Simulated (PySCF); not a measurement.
# Be₂H₄, a complex of two parts: interaction energy, part 3 of 3

PySCF 2.14.0. Atoms count from 0, parts from 1.

### Step 8. Coupled-cluster interaction energy: CCSD(T) and MP2, 1.33 Å

Job settings and geometry (Å):

```
{"job": {"kind": "intercc", "basis": "aug-cc-pVDZ", "basis_mid": "aug-cc-pVTZ", "basis_large": "aug-cc-pVQZ"}, "charge": 0, "multiplicity": 1, "parts": [{"atoms": "0-2", "charge": 0, "multiplicity": 1}, {"atoms": "3-5", "charge": 0, "multiplicity": 1}]}
Be     0.031331     0.567918     0.311654
H     -0.859814    -0.235312    -0.553650
H      1.086762     0.241072     1.058117
Be    -1.491582     0.911767    -0.783062
H     -0.598341     1.716172     0.081181
H     -2.559612     1.231157    -1.514741
```

Level: CCSD(T)/aug-cc-pVDZ and MP2/aug-cc-pVTZ, aug-cc-pVQZ counterpoise interaction energy, frozen core, gas phase.

The program printed:

```text
part 1, own basis, geometry of the cluster: E = -15.7474750928 (as before)

part 2, own basis, geometry of the cluster: E = -15.7475400318 (as before)

part 1, own basis, relaxed alone: E = -15.7719336708 (as before)

part 2, own basis, relaxed alone: E = -15.7719336708 (as before)

cluster
final grid: 4608 points
cycle   1  E = -31.5608252367  dE = -1.317e-01  |g| = 1.429e-01  |ddm| = 4.068e+00
cycle   2  E = -31.5734993700  dE = -1.267e-02  |g| = 5.305e-02  |ddm| = 6.204e-01
cycle   3  E = -31.5759718274  dE = -2.472e-03  |g| = 8.137e-03  |ddm| = 3.069e-01
cycle   4  E = -31.5760489434  dE = -7.712e-05  |g| = 1.221e-03  |ddm| = 4.833e-02
cycle   5  E = -31.5760505829  dE = -1.640e-06  |g| = 1.261e-04  |ddm| = 6.287e-03
cycle   6  E = -31.5760505967  dE = -1.380e-08  |g| = 2.119e-05  |ddm| = 1.361e-03
cycle   7  E = -31.5760505971  dE = -3.749e-10  |g| = 2.476e-06  |ddm| = 3.651e-04
converged SCF energy = -31.5760505971

part 1 in the basis of the cluster
final grid: 4608 points
cycle   1  E = -15.7475816401  dE = -1.319e-04  |g| = 2.552e-03  |ddm| = 1.254e+00
cycle   2  E = -15.7475836656  dE = -2.025e-06  |g| = 3.622e-04  |ddm| = 1.940e-01
cycle   3  E = -15.7475837332  dE = -6.759e-08  |g| = 3.832e-05  |ddm| = 3.698e-02
cycle   4  E = -15.7475837344  dE = -1.206e-09  |g| = 5.905e-06  |ddm| = 3.128e-03
cycle   5  E = -15.7475837344  dE = -3.788e-11  |g| = 1.185e-06  |ddm| = 1.622e-04
converged SCF energy = -15.7475837344

part 2 in the basis of the cluster
final grid: 4608 points
cycle   1  E = -15.7476463772  dE = -1.317e-04  |g| = 2.550e-03  |ddm| = 1.255e+00
cycle   2  E = -15.7476484005  dE = -2.023e-06  |g| = 3.620e-04  |ddm| = 1.944e-01
cycle   3  E = -15.7476484680  dE = -6.752e-08  |g| = 3.829e-05  |ddm| = 3.705e-02
cycle   4  E = -15.7476484692  dE = -1.204e-09  |g| = 5.899e-06  |ddm| = 3.129e-03
cycle   5  E = -15.7476484693  dE = -3.799e-11  |g| = 1.183e-06  |ddm| = 1.620e-04
converged SCF energy = -15.7476484693

Interaction energy (kcal/mol)
  counterpoise      -57.179
  uncorrected       -58.135
  dispersion part     0.000
  deformation        29.177
  binding           -28.001

Decomposition of the uncorrected value (kcal/mol)
  electrostatic    -133.177
  Pauli             174.512
  orbital           -92.217
  dispersion          0.000
  correlation        -7.253

Charge of each part in the cluster: 0.000 -0.000
part 1, own basis, geometry of the cluster: E = -15.7484706592 (as before)

part 2, own basis, geometry of the cluster: E = -15.7485346145 (as before)

part 1, own basis, relaxed alone: E = -15.7730139424 (as before)

part 2, own basis, relaxed alone: E = -15.7730139424 (as before)

cluster
final grid: 4608 points
cycle   1  E = -31.5633055108  dE = -1.313e-01  |g| = 1.449e-01  |ddm| = 4.083e+00
cycle   2  E = -31.5760045679  dE = -1.270e-02  |g| = 5.382e-02  |ddm| = 7.600e-01
cycle   3  E = -31.5784889933  dE = -2.484e-03  |g| = 8.160e-03  |ddm| = 4.022e-01
cycle   4  E = -31.5785659600  dE = -7.697e-05  |g| = 1.256e-03  |ddm| = 5.009e-02
cycle   5  E = -31.5785676960  dE = -1.736e-06  |g| = 1.313e-04  |ddm| = 7.585e-03
cycle   6  E = -31.5785677109  dE = -1.485e-08  |g| = 2.235e-05  |ddm| = 1.210e-03
cycle   7  E = -31.5785677113  dE = -4.065e-10  |g| = 2.538e-06  |ddm| = 2.934e-04
converged SCF energy = -31.5785677113

part 1 in the basis of the cluster
final grid: 4608 points
cycle   1  E = -15.7484570193  dE = -1.043e-05  |g| = 5.934e-04  |ddm| = 4.001e-01
cycle   2  E = -15.7484571010  dE = -8.172e-08  |g| = 6.051e-05  |ddm| = 4.275e-02
cycle   3  E = -15.7484571027  dE = -1.686e-09  |g| = 6.185e-06  |ddm| = 6.401e-03
cycle   4  E = -15.7484571027  dE = -2.892e-11  |g| = 8.854e-07  |ddm| = 5.503e-04
converged SCF energy = -15.7484571027

part 2 in the basis of the cluster
final grid: 4608 points
cycle   1  E = -15.7485209697  dE = -1.041e-05  |g| = 5.927e-04  |ddm| = 3.993e-01
cycle   2  E = -15.7485210512  dE = -8.154e-08  |g| = 6.043e-05  |ddm| = 4.251e-02
cycle   3  E = -15.7485210529  dE = -1.682e-09  |g| = 6.174e-06  |ddm| = 6.352e-03
cycle   4  E = -15.7485210529  dE = -2.866e-11  |g| = 8.834e-07  |ddm| = 5.466e-04
converged SCF energy = -15.7485210529

Interaction energy (kcal/mol)
  counterpoise      -58.413
  uncorrected       -58.771
  dispersion part     0.000
  deformation        29.432
  binding           -28.982

Decomposition of the uncorrected value (kcal/mol)
  electrostatic    -132.871
  Pauli             173.634
  orbital           -91.975
  dispersion          0.000
  correlation        -7.560

Charge of each part in the cluster: 0.000 -0.000
part 1 in the basis of the cluster: E(HF) = -15.744428398  E2 = -0.054915370  E(CCSD corr) = -0.072610950  (T) = -0.000593158
part 2 in the basis of the cluster: E(HF) = -15.744494929  E2 = -0.054911291  E(CCSD corr) = -0.072608456  (T) = -0.000593176
cluster: E(HF) = -31.568243405  E2 = -0.116617772  E(CCSD corr) = -0.149520552  (T) = -0.002042256

Counterpoise interaction energy (kcal/mol)
  hf_small                 -49.774
  mp2_small                -54.036
  ccsd_small               -52.473
  ccsdt_small              -53.010
  hf_large                 -51.198
  mp2_large                -58.413
  hf_middle                -50.714
  mp2_middle               -57.179
  scs_mp2_large            -56.563
  mp2_limit                -58.961
  ccsdt_less_mp2             1.025
  ccsdt_limit_estimate     -57.935
  bsse_mp2_large             0.358
```

Run time: 35 s. Hardware: 1 thread of Arm Neoverse N1, shared host; peak memory 0.57 GiB.

Contacts at this geometry (a selection, picked against the atoms' radii; other short pairs can be missing):

| atoms | distance (Å) | kind (by distance and angle) | angle (°) |
| --- | --- | --- | --- |
| H1···Be3 | 1.33 | bonding distance | – |
| Be0···H4 | 1.33 | bonding distance | – |
| Be0···Be3 | 1.91 | bonding distance | – |

Differences are taken before rounding.

| method | interaction energy (kcal/mol) | from CCSD(T), limit estimate (kcal/mol) |
| --- | --- | --- |
| HF/aug-cc-pVDZ | -49.77 | +8.16 |
| MP2/aug-cc-pVDZ | -54.04 | +3.90 |
| CCSD/aug-cc-pVDZ | -52.47 | +5.46 |
| CCSD(T)/aug-cc-pVDZ | -53.01 | +4.93 |
| HF/aug-cc-pVQZ | -51.20 | +6.74 |
| MP2/aug-cc-pVQZ | -58.41 | -0.48 |
| SCS-MP2/aug-cc-pVQZ | -56.56 | +1.37 |
| MP2, extrapolated | -58.96 | -1.03 |
| CCSD(T), limit estimate | -57.94 | 0 |

These energies keep the parts at their geometry in the cluster; deforming them to it costs 29.43 kcal/mol (MP2).

### Step 9. Coupled-cluster interaction energy: CCSD(T) and MP2, 2.22 Å

Settings changed since step 8:

```diff
@@ -4,4 +4,4 @@
 H      1.086762     0.241072     1.058117
-Be    -1.491582     0.911767    -0.783062
-H     -0.598341     1.716172     0.081181
-H     -2.559612     1.231157    -1.514741
+Be    -1.912760     1.676486    -0.936003
+H     -1.019519     2.480891    -0.071760
+H     -2.980790     1.995876    -1.667682
```

With the program's defaults for keys left out, this is: CCSD(T)/aug-cc-pVDZ and MP2/aug-cc-pVTZ, aug-cc-pVQZ counterpoise interaction energy, frozen core, gas phase.

The program printed:

```text
part 1, own basis, geometry of the cluster: E = -15.7474750928 (as before)

part 2, own basis, geometry of the cluster
final grid: 21776 points
cycle   1  E = -15.7280854630  dE = -2.014e-01  |g| = 1.595e-01  |ddm| = 2.590e+00
cycle   2  E = -15.7453942867  dE = -1.731e-02  |g| = 4.758e-02  |ddm| = 5.143e-01
cycle   3  E = -15.7474828525  dE = -2.089e-03  |g| = 6.755e-03  |ddm| = 2.186e-01
cycle   4  E = -15.7475381212  dE = -5.527e-05  |g| = 1.335e-03  |ddm| = 3.580e-02
cycle   5  E = -15.7475400091  dE = -1.888e-06  |g| = 1.652e-04  |ddm| = 7.137e-03
cycle   6  E = -15.7475400317  dE = -2.254e-08  |g| = 1.474e-05  |ddm| = 8.527e-04
cycle   7  E = -15.7475400318  dE = -1.920e-10  |g| = 2.576e-06  |ddm| = 1.138e-04
converged SCF energy = -15.7475400318

part 1, own basis, relaxed alone: E = -15.7719336708 (as before)

part 2, own basis, relaxed alone: E = -15.7719336708 (as before)

cluster
final grid: 4608 points
cycle   1  E = -31.5302456446  dE = -2.628e-02  |g| = 6.481e-02  |ddm| = 2.168e+00
cycle   2  E = -31.5344785056  dE = -4.233e-03  |g| = 2.846e-02  |ddm| = 4.271e-01
cycle   3  E = -31.5355746730  dE = -1.096e-03  |g| = 3.779e-03  |ddm| = 2.657e-01
cycle   4  E = -31.5355930557  dE = -1.838e-05  |g| = 6.553e-04  |ddm| = 3.720e-02
cycle   5  E = -31.5355935138  dE = -4.581e-07  |g| = 1.239e-04  |ddm| = 4.479e-03
cycle   6  E = -31.5355935293  dE = -1.548e-08  |g| = 3.357e-05  |ddm| = 6.517e-04
cycle   7  E = -31.5355935307  dE = -1.379e-09  |g| = 3.933e-06  |ddm| = 1.983e-04
cycle   8  E = -31.5355935307  dE = -1.637e-11  |g| = 4.760e-07  |ddm| = 2.195e-05
converged SCF energy = -31.5355935307

part 1 in the basis of the cluster
final grid: 4608 points
cycle   1  E = -15.7475314429  dE = -7.348e-05  |g| = 1.718e-03  |ddm| = 1.207e+00
cycle   2  E = -15.7475326561  dE = -1.213e-06  |g| = 2.551e-04  |ddm| = 1.760e-01
cycle   3  E = -15.7475326934  dE = -3.732e-08  |g| = 2.262e-05  |ddm| = 2.954e-02
cycle   4  E = -15.7475326938  dE = -4.093e-10  |g| = 2.852e-06  |ddm| = 8.945e-04
converged SCF energy = -15.7475326938

part 2 in the basis of the cluster
final grid: 4608 points
cycle   1  E = -15.7475963655  dE = -7.342e-05  |g| = 1.718e-03  |ddm| = 1.199e+00
cycle   2  E = -15.7475975778  dE = -1.212e-06  |g| = 2.550e-04  |ddm| = 1.748e-01
cycle   3  E = -15.7475976151  dE = -3.728e-08  |g| = 2.261e-05  |ddm| = 2.934e-02
cycle   4  E = -15.7475976155  dE = -4.086e-10  |g| = 2.852e-06  |ddm| = 8.893e-04
converged SCF energy = -15.7475976155

Interaction energy (kcal/mol)
  counterpoise      -28.919
  uncorrected       -29.296
  dispersion part     0.000
  deformation        29.177
  binding             0.258

Decomposition of the uncorrected value (kcal/mol)
  electrostatic     -29.710
  Pauli              24.069
  orbital           -19.844
  dispersion          0.000
  correlation        -3.812

Charge of each part in the cluster: 0.000 -0.000
part 1, own basis, geometry of the cluster: E = -15.7484706592 (as before)

part 2, own basis, geometry of the cluster
final grid: 21776 points
cycle   1  E = -15.7289545230  dE = -2.021e-01  |g| = 1.622e-01  |ddm| = 2.707e+00
cycle   2  E = -15.7463666859  dE = -1.741e-02  |g| = 4.830e-02  |ddm| = 5.971e-01
cycle   3  E = -15.7484760437  dE = -2.109e-03  |g| = 6.874e-03  |ddm| = 2.559e-01
cycle   4  E = -15.7485325997  dE = -5.656e-05  |g| = 1.393e-03  |ddm| = 3.907e-02
cycle   5  E = -15.7485345879  dE = -1.988e-06  |g| = 1.816e-04  |ddm| = 7.768e-03
cycle   6  E = -15.7485346143  dE = -2.642e-08  |g| = 1.539e-05  |ddm| = 1.057e-03
cycle   7  E = -15.7485346145  dE = -1.914e-10  |g| = 2.532e-06  |ddm| = 1.068e-04
converged SCF energy = -15.7485346145

part 1, own basis, relaxed alone: E = -15.7730139424 (as before)

part 2, own basis, relaxed alone: E = -15.7730139424 (as before)

cluster
final grid: 4608 points
cycle   1  E = -31.5321500443  dE = -2.634e-02  |g| = 6.533e-02  |ddm| = 1.081e+00
cycle   2  E = -31.5363980069  dE = -4.248e-03  |g| = 2.865e-02  |ddm| = 2.301e-01
cycle   3  E = -31.5374963734  dE = -1.098e-03  |g| = 3.838e-03  |ddm| = 1.685e-01
cycle   4  E = -31.5375150844  dE = -1.871e-05  |g| = 6.678e-04  |ddm| = 2.502e-02
cycle   5  E = -31.5375155445  dE = -4.601e-07  |g| = 1.272e-04  |ddm| = 4.110e-03
cycle   6  E = -31.5375155599  dE = -1.535e-08  |g| = 3.542e-05  |ddm| = 5.691e-04
cycle   7  E = -31.5375155614  dE = -1.527e-09  |g| = 4.139e-06  |ddm| = 2.422e-04
cycle   8  E = -31.5375155614  dE = -1.791e-11  |g| = 5.226e-07  |ddm| = 2.444e-05
converged SCF energy = -31.5375155614

part 1 in the basis of the cluster
final grid: 4608 points
cycle   1  E = -15.7484606643  dE = -5.390e-06  |g| = 3.947e-04  |ddm| = 1.776e-01
cycle   2  E = -15.7484607165  dE = -5.224e-08  |g| = 4.650e-05  |ddm| = 2.302e-02
cycle   3  E = -15.7484607176  dE = -1.121e-09  |g| = 4.214e-06  |ddm| = 3.840e-03
cycle   4  E = -15.7484607176  dE = -1.371e-11  |g| = 5.968e-07  |ddm| = 3.002e-04
converged SCF energy = -15.7484607176

part 2 in the basis of the cluster
final grid: 4608 points
cycle   1  E = -15.7485246456  dE = -5.382e-06  |g| = 3.944e-04  |ddm| = 1.788e-01
cycle   2  E = -15.7485246978  dE = -5.220e-08  |g| = 4.648e-05  |ddm| = 2.328e-02
cycle   3  E = -15.7485246989  dE = -1.120e-09  |g| = 4.209e-06  |ddm| = 3.891e-03
cycle   4  E = -15.7485246990  dE = -1.351e-11  |g| = 5.959e-07  |ddm| = 3.040e-04
converged SCF energy = -15.7485246990

Interaction energy (kcal/mol)
  counterpoise      -29.101
  uncorrected       -29.228
  dispersion part     0.000
  deformation        29.432
  binding             0.331

Decomposition of the uncorrected value (kcal/mol)
  electrostatic     -29.611
  Pauli              24.067
  orbital           -19.896
  dispersion          0.000
  correlation        -3.788

Charge of each part in the cluster: 0.000 -0.000
part 1 in the basis of the cluster: E(HF) = -15.744206250  E2 = -0.054134103  E(CCSD corr) = -0.071926549  (T) = -0.000577951
part 2 in the basis of the cluster: E(HF) = -15.744273543  E2 = -0.054130187  E(CCSD corr) = -0.071923989  (T) = -0.000577973
cluster: E(HF) = -31.528613042  E2 = -0.112912413  E(CCSD corr) = -0.147494000  (T) = -0.002123432

Counterpoise interaction energy (kcal/mol)
  hf_small                 -25.184
  mp2_small                -28.101
  ccsd_small               -27.470
  ccsdt_small              -28.077
  hf_large                 -25.433
  mp2_large                -29.101
  hf_middle                -25.391
  mp2_middle               -28.919
  scs_mp2_large            -28.050
  mp2_limit                -29.202
  ccsdt_less_mp2             0.023
  ccsdt_limit_estimate     -29.179
  bsse_mp2_large             0.127
```

Wall time 38 s (1 thread of Arm Neoverse N1, shared host); peak memory 0.57 GiB.

Contacts at this geometry (a selection, picked against the atoms' radii; other short pairs can be missing):

| atoms | distance (Å) | kind (by distance and angle) | angle (°) |
| --- | --- | --- | --- |
| H1···Be3 | 2.22 | inside the van der Waals sum | – |
| Be0···H4 | 2.22 | inside the van der Waals sum | – |

| method | interaction energy (kcal/mol) | from CCSD(T), limit estimate (kcal/mol) |
| --- | --- | --- |
| HF/aug-cc-pVDZ | -25.18 | +4.00 |
| MP2/aug-cc-pVDZ | -28.10 | +1.08 |
| CCSD/aug-cc-pVDZ | -27.47 | +1.71 |
| CCSD(T)/aug-cc-pVDZ | -28.08 | +1.10 |
| HF/aug-cc-pVQZ | -25.43 | +3.75 |
| MP2/aug-cc-pVQZ | -29.10 | +0.08 |
| SCS-MP2/aug-cc-pVQZ | -28.05 | +1.13 |
| MP2, extrapolated | -29.20 | -0.02 |
| CCSD(T), limit estimate | -29.18 | 0 |

These energies keep the parts at their geometry in the cluster; deforming them to it costs 29.43 kcal/mol (MP2).

### Step 10. Coupled-cluster interaction energy: CCSD(T) and MP2, 2.95 Å

Settings changed since step 9:

```diff
@@ -4,4 +4,4 @@
 H      1.086762     0.241072     1.058117
-Be    -1.912760     1.676486    -0.936003
-H     -1.019519     2.480891    -0.071760
-H     -2.980790     1.995876    -1.667682
+Be    -2.263742     2.313752    -1.063454
+H     -1.370501     3.118157    -0.199211
+H     -3.331772     2.633142    -1.795133
```

With the program's defaults for keys left out, this is: CCSD(T)/aug-cc-pVDZ and MP2/aug-cc-pVTZ, aug-cc-pVQZ counterpoise interaction energy, frozen core, gas phase.

The program printed:

```text
part 1, own basis, geometry of the cluster: E = -15.7474750928 (as before)

part 2, own basis, geometry of the cluster: E = -15.7475400318 (as before)

part 1, own basis, relaxed alone: E = -15.7719336708 (as before)

part 2, own basis, relaxed alone: E = -15.7719336708 (as before)

cluster
final grid: 4608 points
cycle   1  E = -31.5066212689  dE = -4.984e-03  |g| = 2.554e-02  |ddm| = 1.280e+00
cycle   2  E = -31.5073666081  dE = -7.453e-04  |g| = 1.079e-02  |ddm| = 2.148e-01
cycle   3  E = -31.5075385057  dE = -1.719e-04  |g| = 1.336e-03  |ddm| = 9.126e-02
cycle   4  E = -31.5075407222  dE = -2.216e-06  |g| = 2.316e-04  |ddm| = 1.551e-02
cycle   5  E = -31.5075407872  dE = -6.502e-08  |g| = 4.921e-05  |ddm| = 2.287e-03
cycle   6  E = -31.5075407906  dE = -3.400e-09  |g| = 1.340e-05  |ddm| = 2.947e-04
cycle   7  E = -31.5075407909  dE = -2.790e-10  |g| = 2.402e-06  |ddm| = 9.276e-05
converged SCF energy = -31.5075407909

part 1 in the basis of the cluster
final grid: 4608 points
cycle   1  E = -15.7475109122  dE = -5.113e-05  |g| = 1.394e-03  |ddm| = 8.532e-01
cycle   2  E = -15.7475117995  dE = -8.873e-07  |g| = 2.129e-04  |ddm| = 1.180e-01
cycle   3  E = -15.7475118274  dE = -2.792e-08  |g| = 1.869e-05  |ddm| = 2.028e-02
cycle   4  E = -15.7475118277  dE = -2.848e-10  |g| = 2.286e-06  |ddm| = 8.028e-04
converged SCF energy = -15.7475118277

part 2 in the basis of the cluster
final grid: 4608 points
cycle   1  E = -15.7475757571  dE = -5.100e-05  |g| = 1.392e-03  |ddm| = 8.491e-01
cycle   2  E = -15.7475766422  dE = -8.851e-07  |g| = 2.127e-04  |ddm| = 1.176e-01
cycle   3  E = -15.7475766701  dE = -2.784e-08  |g| = 1.866e-05  |ddm| = 2.022e-02
cycle   4  E = -15.7475766703  dE = -2.838e-10  |g| = 2.282e-06  |ddm| = 8.026e-04
converged SCF energy = -15.7475766703

Interaction energy (kcal/mol)
  counterpoise       -8.994
  uncorrected        -9.189
  dispersion part     0.000
  deformation        29.177
  binding            20.183

Decomposition of the uncorrected value (kcal/mol)
  electrostatic      -7.932
  Pauli               3.757
  orbital            -3.705
  dispersion          0.000
  correlation        -1.310

Charge of each part in the cluster: -0.000 0.000
part 1, own basis, geometry of the cluster: E = -15.7484706592 (as before)

part 2, own basis, geometry of the cluster: E = -15.7485346145 (as before)

part 1, own basis, relaxed alone: E = -15.7730139424 (as before)

part 2, own basis, relaxed alone: E = -15.7730139424 (as before)

cluster
final grid: 4608 points
cycle   1  E = -31.5085348864  dE = -4.888e-03  |g| = 2.564e-02  |ddm| = 3.986e-01
cycle   2  E = -31.5092761374  dE = -7.413e-04  |g| = 1.081e-02  |ddm| = 9.130e-02
cycle   3  E = -31.5094471426  dE = -1.710e-04  |g| = 1.366e-03  |ddm| = 6.252e-02
cycle   4  E = -31.5094493905  dE = -2.248e-06  |g| = 2.218e-04  |ddm| = 8.803e-03
cycle   5  E = -31.5094494483  dE = -5.787e-08  |g| = 4.883e-05  |ddm| = 1.409e-03
cycle   6  E = -31.5094494516  dE = -3.236e-09  |g| = 1.383e-05  |ddm| = 2.819e-04
cycle   7  E = -31.5094494519  dE = -2.947e-10  |g| = 2.547e-06  |ddm| = 9.415e-05
converged SCF energy = -31.5094494519

part 1 in the basis of the cluster
final grid: 4608 points
cycle   1  E = -15.7484598970  dE = -3.098e-06  |g| = 3.061e-04  |ddm| = 1.528e-01
cycle   2  E = -15.7484599327  dE = -3.566e-08  |g| = 3.896e-05  |ddm| = 1.613e-02
cycle   3  E = -15.7484599335  dE = -7.971e-10  |g| = 3.271e-06  |ddm| = 2.234e-03
converged SCF energy = -15.7484599335

part 2 in the basis of the cluster
final grid: 4608 points
cycle   1  E = -15.7485238720  dE = -3.089e-06  |g| = 3.057e-04  |ddm| = 1.519e-01
cycle   2  E = -15.7485239076  dE = -3.557e-08  |g| = 3.891e-05  |ddm| = 1.605e-02
cycle   3  E = -15.7485239084  dE = -7.951e-10  |g| = 3.267e-06  |ddm| = 2.225e-03
converged SCF energy = -15.7485239084

Interaction energy (kcal/mol)
  counterpoise       -9.047
  uncorrected        -9.105
  dispersion part     0.000
  deformation        29.432
  binding            20.385

Decomposition of the uncorrected value (kcal/mol)
  electrostatic      -7.986
  Pauli               3.801
  orbital            -3.641
  dispersion          0.000
  correlation        -1.279

Charge of each part in the cluster: -0.000 0.000
part 1 in the basis of the cluster: E(HF) = -15.744118649  E2 = -0.053860701  E(CCSD corr) = -0.071698845  (T) = -0.000570305
part 2 in the basis of the cluster: E(HF) = -15.744185901  E2 = -0.053856689  E(CCSD corr) = -0.071696328  (T) = -0.000570329
cluster: E(HF) = -31.500452230  E2 = -0.109271287  E(CCSD corr) = -0.144581829  (T) = -0.001530416

Counterpoise interaction energy (kcal/mol)
  hf_small                  -7.623
  mp2_small                 -8.598
  ccsd_small                -8.367
  ccsdt_small               -8.612
  hf_large                  -7.822
  mp2_large                 -9.047
  hf_middle                 -7.814
  mp2_middle                -8.994
  scs_mp2_large             -8.652
  mp2_limit                 -9.079
  ccsdt_less_mp2            -0.014
  ccsdt_limit_estimate      -9.093
  bsse_mp2_large             0.059
```

Run time: 36 s. Hardware: 1 thread of Arm Neoverse N1, shared host; peak memory 0.57 GiB.

Contacts at this geometry (a selection, picked against the atoms' radii; other short pairs can be missing):

| atoms | distance (Å) | kind (by distance and angle) | angle (°) |
| --- | --- | --- | --- |
| Be0···Be3 | 3.19 | inside the van der Waals sum | – |

Differences are taken before rounding.

| method | interaction energy (kcal/mol) | from CCSD(T), limit estimate (kcal/mol) |
| --- | --- | --- |
| HF/aug-cc-pVDZ | -7.62 | +1.47 |
| MP2/aug-cc-pVDZ | -8.60 | +0.50 |
| CCSD/aug-cc-pVDZ | -8.37 | +0.73 |
| CCSD(T)/aug-cc-pVDZ | -8.61 | +0.48 |
| HF/aug-cc-pVQZ | -7.82 | +1.27 |
| MP2/aug-cc-pVQZ | -9.05 | +0.05 |
| SCS-MP2/aug-cc-pVQZ | -8.65 | +0.44 |
| MP2, extrapolated | -9.08 | +0.01 |
| CCSD(T), limit estimate | -9.09 | 0 |

These energies keep the parts at their geometry in the cluster; deforming them to it costs 29.43 kcal/mol (MP2).

### Step 11. The curve

Counterpoise interaction energies (kcal/mol):

| H1···Be3 (Å) | HF | MP2 limit | CCSD(T) estimate | time |
| --- | --- | --- | --- | --- |
| 1.33 | -51.20 | -58.96 | -57.94 | 35 s |
| 1.40 | -54.99 | -62.42 | -61.47 | 36 s |
| 1.48 | -56.04 | -63.16 | -62.31 | 39 s |
| 1.55 | -55.17 | -62.00 | -61.25 | 37 s |
| 1.62 | -52.99 | -59.53 | -58.89 | 36 s |
| 1.85 | -42.76 | -48.33 | -48.02 | 36 s |
| 2.22 | -25.43 | -29.20 | -29.18 | 38 s |
| 2.95 | -7.82 | -9.08 | -9.09 | 36 s |

### Step 12. Summary of results

The summary covers parts 1 to 3.

| quantity | value |
| --- | --- |
| point group | D2h |
| rotational constants (main isotopes) | 212.00, 17.38, 16.06 GHz |
| CCSD(T) estimate at 1.33 Å | -57.94 kcal/mol |
| CCSD(T) estimate at 1.40 Å | -61.47 kcal/mol |
| CCSD(T) estimate at 1.48 Å | -62.31 kcal/mol |
| CCSD(T) estimate at 1.55 Å | -61.25 kcal/mol |
| CCSD(T) estimate at 1.62 Å | -58.89 kcal/mol |
| CCSD(T) estimate at 1.85 Å | -48.02 kcal/mol |
| CCSD(T) estimate at 2.22 Å | -29.18 kcal/mol |
| CCSD(T) estimate at 2.95 Å | -9.09 kcal/mol |

In words: The optimisation took 29 steps and gained 2.002 eV; among the close pairs (by a distance rule), Be0–H4 changed most, from 2.788 to 1.477 Å. Along the rigid scan the CCSD(T) estimate is lowest at 1.48 Å (-62.31 kcal/mol), where MP2 at the limit misses it by -0.86 and Hartree-Fock by +6.27.
